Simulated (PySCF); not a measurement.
## Which functional comes closest?

Molecule: `InChI=1S/C4H7ClO/c1-3(2)4(5)6/h3H,1-2H3`.

Structure with atom numbers: `[CH3:1][CH:2]([CH3:3])[C:4](=[O:5])[Cl:6]`; H(Xn) means a hydrogen on atom n.

Geometry PBE0-D3(BJ)/def2-SVP throughout; GIAO in PySCF, gas phase, one conformer, non-relativistic; equivalent atoms averaged; basis pcSseg-1.

Reference values (measured; solution, not stated per compound (mostly CDCl3 or CCl4); Pretsch, Buehlmann, Badertscher, Structure Determination of Organic Compounds, 4th ed. (2009)): δ(C2) = 46.5 ppm, δ(C1/C3) = 19.0 ppm, δ(H(C2)) = 2.97 ppm, δ(H(C1)/H(C3)) = 1.31 ppm. Computed shifts are taken against TMS, calculated as an isolated molecule at each level.

Problem. How do the functionals WP04, B97-2, BHandHLYP, CAM-B3LYP, wB97X-D, LC-wPBE perform against the reference? Times are CPU seconds on 1 thread of an Arm Neoverse V1, shared host.

Solution. 
```csv
functional,kind,C2,C1/C3,H(C2),H(C1)/H(C3),mean abs. error C,mean abs. error H,core-s
WP04,global hybrid,52.1,21.7,2.45,1.27,4.2,0.28,11
B97-2,global hybrid,48.4,20.6,2.43,1.24,1.8,0.31,11
BHandHLYP,global hybrid,47.5,20.0,2.27,1.24,1.0,0.39,11
CAM-B3LYP,range-separated hybrid,49.1,20.3,2.35,1.22,2.0,0.36,15
wB97X-D,range-separated hybrid,48.5,20.4,2.34,1.23,1.7,0.36,14
LC-wPBE,range-separated hybrid,46.2,19.2,2.25,1.19,0.2,0.42,22
```

For 13C the closest is LC-wPBE (0.2 ppm) and the furthest WP04 (4.2 ppm).

For 1H the closest is WP04 (0.28 ppm, with B97-2 practically level) and the furthest LC-wPBE (0.42 ppm). One molecule is a small sample, and vibrational and solvent effects are absent from the calculation.
